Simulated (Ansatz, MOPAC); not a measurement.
Molecule: C2H5O2, charge 1, multiplicity 1. SMILES: C[OH+]C=O

Atoms: C1, O2, O3, H4, C5, H6, H7, H8, H9. Bonds: C1-O2, C1-O3, C1-H4, O3-C5, O3-H9, C5-H6, C5-H7, C5-H8.

Bond lengths (Å) and angles (degrees) optimised at PM6 with MOPAC; HF/3-21G with Ansatz (a first-principles code); HF/6-31G* with Ansatz; PBE/6-31G* with Ansatz, each started from the B3LYP-D3(BJ)/def2-TZVP structure (Ansatz) of the last column. A row stands for all coordinates that are equal there; 10 of 19 kinds are shown. 6-31G* holds six Cartesian d functions. No wavenumbers were computed at PBE/6-31G*, so these may be saddle points.

```tsv
coordinate	PM6	HF/3-21G	HF/6-31G*	PBE/6-31G*	B3LYP-D3(BJ)/def2-TZVP
C1-O2	1.153	1.163	1.146	1.172	1.152
C1-O3	1.667	1.488	1.458	1.556	1.537
C1-H4	1.089	1.070	1.079	1.102	1.091
O3-C5	1.485	1.540	1.513	1.502	1.502
O3-H9	1.025	0.975	0.961	0.990	0.975
C5-H6	1.097 to 1.101	1.074	1.075	1.097	1.085
C5-H8	1.101	1.074	1.073	1.096	1.084
O2-C1-O3	111.5	117.3	118.0	118.1	117.9
C1-O3-C5	115.4	122.7	122.7	120.9	121.7
O2-C1-H4	152.1	134.4	133.0	135.4	135.4
```

A range marks coordinates that this level makes unequal.

Mean signed difference of all 8 bond lengths from B3LYP-D3(BJ)/def2-TZVP: PM6 0.026 Å, HF/3-21G -0.006 Å, HF/6-31G* -0.016 Å, PBE/6-31G* 0.013 Å.
